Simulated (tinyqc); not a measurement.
Inside a calculation. Method: extended Hueckel theory, for BH3-. The parameters take no account of the charge, which enters only through the electron count, and nothing here shows that the anion is bound. One step of it, computed by the program tinyqc.

Problem. Orbitals. Solve H C = S C e through S^(-1/2); fill by pairs from the bottom, a degenerate level sharing its electrons equally; each orbital has its largest coefficient positive (the first on a tie).

H (eV), lower triangle:
```
             1B 2s      1B 2px      1B 2py     1B 2pz       2H 1s       3H 1s       4H 1s
1B 2s   -15.200000
1B 2px    0.000000   -8.500000
1B 2py    0.000000    0.000000   -8.500000
1B 2pz    0.000000    0.000000    0.000000  -8.500000
2H 1s   -13.510190  -11.753863    0.000000   0.114300  -13.600000
3H 1s   -13.517902    5.881781  -10.181106   0.114394   -2.203247  -13.600000
4H 1s   -13.517902    5.881781   10.181106   0.114394   -2.203247   -2.207135  -13.600000
```

overlap S, lower triangle:
```
           1B 2s     1B 2px     1B 2py     1B 2pz     2H 1s     3H 1s     4H 1s
1B 2s   1.000000
1B 2px  0.000000   1.000000
1B 2py  0.000000   0.000000   1.000000
1B 2pz  0.000000   0.000000   0.000000   1.000000
2H 1s   0.468383   0.518771   0.000000  -0.005045  1.000000
3H 1s   0.468651  -0.259600   0.449356  -0.005049  0.081002  1.000000
4H 1s   0.468651  -0.259600  -0.449356  -0.005049  0.081002  0.081145  1.000000
```

valence electrons = 7

Give: orbital energies; occupations; coefficients; sum of one-electron energies.

Solution.

orbital energies (eV): -21.1460  -15.5504  -15.5491  -8.5005  13.7893  13.7950  25.7706

occupations: 2.0000  2.0000  2.0000  1.0000  0.0000  0.0000  0.0000

coefficients:
```
            MO1      MO2      MO3      MO4      MO5      MO6      MO7
1B 2s    0.5272   0.0001   0.0000   0.0094   0.0031   0.0000   1.4249
1B 2px   0.0000   0.4375   0.0000   0.0000   1.2620   0.0000  -0.0037
1B 2py   0.0000   0.0000   0.4376   0.0000   0.0000   1.2620   0.0000
1B 2pz  -0.0005   0.0000   0.0000   0.9999   0.0000   0.0000  -0.0163
2H 1s    0.2896   0.5578   0.0000  -0.0022  -0.9933   0.0000  -0.7575
3H 1s    0.2898  -0.2787   0.4829  -0.0022   0.4941  -0.8589  -0.7619
4H 1s    0.2898  -0.2787  -0.4829  -0.0022   0.4941   0.8589  -0.7619
```

sum of one-electron energies = -112.9914 eV
